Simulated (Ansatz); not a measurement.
A made-up structure of CH$_{3}$SSi, doublet:

| atom | x (Å) | y (Å) | z (Å) |
| --- | --- | --- | --- |
| C1 | -0.2628 | 0.5828 | -0.7469 |
| Si2 | 0.2062 | -0.4284 | 0.6653 |
| S3 | 0.7707 | -2.2984 | 0.5580 |
| H4 | -0.2517 | 0.1823 | -1.7552 |
| H5 | 0.5707 | -1.0907 | 1.8673 |
| H6 | 0.1094 | 0.3422 | 1.9291 |

It is relaxed with PBE-D4/def2-SVP and then PBE0-D4/def2-TZVP (Ansatz 0.2.0). Atoms count as bonded within 1.22 times the sum of their covalent radii (H–H: 0.88 Å). The end point is not checked to be a true minimum.

Question: Does its bonding change? (Judge from chemistry; the calculation decides.)

Answer: The calculation gives: Yes. Formed: S3–H5; broken: Si2–H5.

Where it ends: The first stage lowers the energy by 3.24 eV in 11 steps. It ends as CH₃SSi ([CH][SiH][SH]):
```xyz
6
angstrom
C -0.2325 0.3685 -0.9786
Si 0.1212 -0.2107 0.5372
S 0.8209 -2.1679 0.9258
H -0.4378 0.6637 -1.9885
H 0.8886 -1.9498 2.2503
H -0.0180 0.5860 1.7715
```

Labels in which every atom is bracketed show which atoms are joined, not bond orders.

For scale, one of the runs: PBE0-D4/def2-TZVP relaxation, 123 basis functions, launched by `ansatz run in.yaml --threads 2 --pin off --events-out ev --progress --plain --max-ram 4352MiB`. The run took about 100 s on 2 CPU threads of an Arm Neoverse N1 (shared host).
